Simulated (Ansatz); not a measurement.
```xyz
7

C    -0.299    0.219    1.118
N    -0.631   -0.929    0.619
N    -0.238   -1.068   -0.667
C     0.384   -0.024   -1.113
S     0.540    1.242    0.030
H    -0.528    0.511    2.132
H     0.772    0.049   -2.119
```

Charge 0, multiplicity 1.

**Question.** List the r2SCAN/def2-TZVPP orbital energies in eV (the Gaussian-basis code of Ansatz). (Best estimate.)

**Answer.** Ansatz gave: Occupied: -2410.79, -386.48, -386.48, -275.15, -275.15, -215.19, -159.24, -159.15, -159.12, -27.60, -21.86, -21.56, -16.48, -15.55, -13.43, -11.61, -11.14, -11.11, -7.97, -7.87, -7.55, -6.69. Lowest empty: -2.06, -0.69, -0.68, 1.49, 2.46, 2.58, 2.96, 4.08.
